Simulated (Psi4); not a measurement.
**UCCSD/cc-pVTZ-DK (sfX2C, sweep point 2) run of NO (SMILES [N]=O)**

What is the vertical doublet–quartet gap of NO at UCCSD/cc-pVTZ-DK (sfX2C, sweep point 2)? The job is set up through a Python script.

The results are computed with Psi4 1.11.

**1. Starting point**

NO has 2 atoms, charge 0, and is taken as a doublet. As SMILES, `[N]=O`. Geometry: relaxed at GFN2-xTB.

Bond lengths: N1–O2 1.155 Å.

**2. The energy at UCCSD/cc-pVTZ-DK (sfX2C, sweep point 2)**

The input, job.py:

```python
import psi4

psi4.set_memory(1600000000)
psi4.set_num_threads(1)
psi4.core.set_output_file('output.dat', False)

molecule = psi4.geometry("""
0 2
N     -0.490230     0.179450    -0.247330
O      0.490230    -0.179450     0.247330
units angstrom
symmetry c1
""")

options = {'basis': 'cc-pVTZ-DK', 'reference': 'uhf', 'puream': True, 'scf_type': 'pk', 'num_frozen_docc': 2, 'maxiter': 150, 'relativistic': 'x2c'}
psi4.set_options(options)

energy_value = psi4.energy("ccsd", molecule=molecule)
print(f'total energy {energy_value:.8f} hartree = {energy_value * 27.211386:.5f} eV')
```

On the command line:

```sh
$ python job.py
```

output.dat:

```text
[...]
  Running in c1 symmetry.
[...]
  Nuclear repulsion =   25.649631851368536
[...]
  Multiplicity = 2
[...]
  Nalpha       = 8
  Nbeta        = 7
[...]
    Number of basis functions: 60
[...]
    WARNING: The X2C and Dirac Hamiltonians have substatially different eigenvalues!
             This is probably caused by the recontraction of the basis set.
[...]
   @UHF iter   1:  -129.35156449195719   -7.61734e-01   3.84353e-03 DIIS/ADIIS
[...]
   @UHF iter  19:  -129.37688978870654   -1.81899e-12   5.71249e-09 DIIS
[...]
   @S^2 Observed:                8.084044289E-01
[...]
    Orbital Energies [Eh]
    ---------------------
    Alpha Occupied:
       1A    -20.712303     2A    -15.741451     3A     -1.607973
       4A     -0.970476     5A     -0.785341     6A     -0.696329
       7A     -0.639851     8A     -0.426883
    Alpha Virtual:
       9A      0.089150    10A      0.377671    11A      0.568393
      12A      0.593719    13A      0.613610    14A      0.707960
      15A      0.784042    16A      0.826726    17A      0.829450
      18A      1.132120    19A      1.132374    20A      1.345816
      21A      1.372069    22A      1.404171    23A      1.799311
      24A      1.799738    25A      1.913435    26A      2.285131
[...]
  @UHF Final Energy:  -129.37688978870654
   => Energetics <=
    Nuclear Repulsion Energy =             25.6496318513685360
    One-Electron Energy =                -227.6762916715480287
    Two-Electron Energy =                  72.6497700314729684
    Total Energy =                       -129.3768897887065350
  UHF NO Occupations:
  HONO-2 :    6  A 1.9966490
  HONO-1 :    7  A 1.9764395
[...]
 Multipole Moments:
 ------------------------------------------------------------------------------------
     Multipole            Electronic (a.u.)      Nuclear  (a.u.)        Total (a.u.)
 ------------------------------------------------------------------------------------
 L = 1.  Multiply by 2.5417464519 to convert [e a0] to [Debye]
 Dipole X            :          0.0000000            0.0000000            0.0000000
 Dipole Y            :         -0.0000000           -0.0000000           -0.0000000
 Dipole Z            :         -0.1085721            0.0043806           -0.1041915
 Magnitude           :                                                    0.1041915
[...]
      * MP2 total energy                      = -129.771996568685722
[...]
      * CCSD total energy                     = -129.779422857992898
```

The script printed:

```text
total energy -129.77942286 hartree = -3531.47797 eV
```

It took 6.6 s on 1 thread of AMD EPYC 9R45 (Zen 5), shared host; peak memory 0.35 GiB.

**3. The quartet, same level**

The input, job.py:

```python
import psi4

psi4.set_memory('1600 MB')
psi4.set_num_threads(1)
psi4.core.set_output_file('psi4.out', False)

geom = psi4.geometry("""
0 4
N     -0.490230     0.179450    -0.247330
O      0.490230    -0.179450     0.247330
units angstrom
symmetry c1
""")

psi4.set_options({
    'reference': 'uhf',
    'puream': True,
    'scf_type': 'pk',
    'num_frozen_docc': 2,
    'maxiter': 150,
    'relativistic': 'x2c',
})

e, wfn = psi4.energy("ccsd/cc-pVTZ-DK", molecule=geom, return_wfn=True)
print(f'ccsd/cc-pVTZ-DK energy: {e:.10f} Eh')
```

On the command line:

```sh
$ python job.py
```

psi4.out:

```text
[...]
  Running in c1 symmetry.
[...]
  Nuclear repulsion =   25.649631851368536
[...]
  Multiplicity = 4
[...]
  Nalpha       = 9
  Nbeta        = 6
[...]
    Number of basis functions: 60
[...]
    WARNING: The X2C and Dirac Hamiltonians have substatially different eigenvalues!
             This is probably caused by the recontraction of the basis set.
[...]
   @UHF iter   1:  -129.13651650677059   -5.46686e-01   4.95749e-03 DIIS/ADIIS
[...]
   @UHF iter  13:  -129.19214452188245   -8.52651e-13   2.80790e-09 DIIS
[...]
   @S^2 Observed:                3.783047187E+00
[...]
    Orbital Energies [Eh]
    ---------------------
    Alpha Occupied:
       1A    -20.672862     2A    -15.757643     3A     -1.618289
       4A     -1.085341     5A     -0.782582     6A     -0.782582
       7A     -0.770239     8A     -0.447592     9A     -0.447592
    Alpha Virtual:
      10A      0.360971    11A      0.553685    12A      0.555854
      13A      0.555854    14A      0.727202    15A      0.790955
      16A      0.800260    17A      0.800260    18A      1.118570
      19A      1.118570    20A      1.308932    21A      1.308932
      22A      1.418110    23A      1.803032    24A      1.803032
      25A      1.854962    26A      2.280684    27A      2.280684
[...]
  @UHF Final Energy:  -129.19214452188245
   => Energetics <=
    Nuclear Repulsion Energy =             25.6496318513685360
    One-Electron Energy =                -227.7104466667396139
    Two-Electron Energy =                  72.8686702934886341
    Total Energy =                       -129.1921445218824545
  UHF NO Occupations:
  HONO-2 :    7  A 1.0000000
  HONO-1 :    8  A 1.0000000
[...]
 Multipole Moments:
 ------------------------------------------------------------------------------------
     Multipole            Electronic (a.u.)      Nuclear  (a.u.)        Total (a.u.)
 ------------------------------------------------------------------------------------
 L = 1.  Multiply by 2.5417464519 to convert [e a0] to [Debye]
 Dipole X            :         -0.0000000            0.0000000           -0.0000000
 Dipole Y            :          0.0000000           -0.0000000            0.0000000
 Dipole Z            :         -0.6944136            0.0043806           -0.6900330
 Magnitude           :                                                    0.6900330
[...]
      * MP2 total energy                      = -129.538612660519107
[...]
      * CCSD total energy                     = -129.552120788139092
```

On the terminal:

```text
ccsd/cc-pVTZ-DK energy: -129.5521207881 Eh
```

Run time: 6.3 s. Hardware: 1 thread of AMD EPYC 9R45 (Zen 5), shared host; peak memory 0.36 GiB.

**4. Summary of results**

Level: UCCSD/cc-pVTZ-DK (sfX2C, sweep point 2), 2 core orbitals frozen.

| quantity | value |
| --- | --- |
| doublet: total energy | -129.77942 Eh |
| doublet: HOMO energy (Hartree–Fock orbitals) (highest over α and β) | -11.62 eV |
| doublet: LUMO energy (Hartree–Fock orbitals) (lowest over α and β) | 2.43 eV |
| doublet: correlation energy (2 core orbitals frozen) | -402.5 mEh |
| doublet: ⟨S²⟩ of the reference determinant | 0.808 |
| doublet: T1 diagnostic | 0.045 |
| quartet: total energy | -129.55212 Eh |
| quartet: HOMO energy (Hartree–Fock orbitals) (highest over α and β) | -12.18 eV |
| quartet: LUMO energy (Hartree–Fock orbitals) (lowest over α and β) | -2.11 eV |
| quartet: correlation energy (2 core orbitals frozen) | -360.0 mEh |
| quartet: ⟨S²⟩ of the reference determinant | 3.783 |
| quartet: T1 diagnostic | 0.044 |
| vertical energy of the quartet above the doublet | 6.185 eV |

At this shape the quartet lies 6.19 eV (597 kJ/mol) above the doublet.
